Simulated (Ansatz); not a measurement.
1T (CdI2-type) TaSe2 was calculated with PBEsol in Ansatz (PAW).

Numerical settings: plane-wave cutoff 520 eV, 18×18×10 k mesh (along the axes of the cell as run), Fermi–Dirac smearing 0.05 eV, scalar-relativistic PAW data made under PBE.

Energies at three volumes about the minimum:

| V (Å³/atom) | E − E_lowest (meV/atom) |
|---|---|
| 20.895 | 0.86 |
| 21.322 | 0.00 |
| 21.748 | 0.68 |

### Question
Fit a parabola by hand: where is the minimum, and what is the bulk modulus?

### Answer
Slopes: (0.00 − 0.86)/(21.322 − 20.895) = -2.014 and (0.68 − 0.00)/(21.748 − 21.322) = 1.596 meV/Å³. Curvature E″ = 2 × (1.596 − (-2.014))/(21.748 − 20.895) = 8.464 meV/Å⁶. From the middle of the first interval, the slope vanishes at V0 = 21.1085 − (-2.014)/8.464 = 21.346 Å³/atom. B = V0 E″ = 21.346 × 8.464 meV/Å³ × 0.1602 GPa per meV/Å³ = 28.9 GPa. The full Birch–Murnaghan fit to all volumes gives V0 = 21.323 Å³/atom and B0 = 28.6 GPa.

Shape and atoms are relaxed at each volume.

Note: the cell comes from a level without a dispersion term, which matters for the spacing of layers, chains or molecules; the relaxation could not lower the start's symmetry, so the cell can be a saddle point above a distorted one; the cell has widely spaced layers and the level no dispersion term, so their spacing and the moduli can rest on weak binding.

Ansatz is a program for electronic structure.
